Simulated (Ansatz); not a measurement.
CH$_{6}$AlN. The species carries charge 0 and has multiplicity 1. The bonds changed during the relaxation, so this is another structure than the one it started from.

Z-matrix (Å, degrees):
```
N
Al 1 1.999
C 1 1.524 2 65.7
H 1 1.010 2 123.1 3 -103.6
H 1 1.010 2 123.0 3 103.6
H 2 1.589 1 110.6 3 -109.8
H 2 1.589 1 110.6 3 109.8
H 3 1.087 1 110.5 2 118.7
H 3 1.087 1 110.5 2 -119.0
```

(1) What are the harmonic wavenumbers in cm⁻¹ at PBE0-D4/def2-TZVP (Ansatz, finite differences of forces, unscaled)? (An estimate is asked.)

(2) Is this a minimum?

(3) Give the ideal-gas thermochemistry at 298.15 K and 1 bar (rigid rotor, harmonic oscillator; point group Cs, symmetry number 1).

(4) Rotational constants (cm⁻¹)?

## Answers

(1) The calculation gave: 217, 391, 420, 544, 602, 629, 698, 754, 900, 946, 953, 1089, 1286, 1443, 1608, 1908, 1909, 3117, 3190, 3549, 3643.

(2) Yes, all 21 modes are real.

(3) Zero-point energy 178.2 kJ/mol; H(298) − E = 193.5 kJ/mol; entropy 283.9 J/(mol·K), of which translation 159.7, rotation 97.7, vibration 26.5; G(298) − E = 108.9 kJ/mol.

(4) 0.6144, 0.2639, 0.2176.
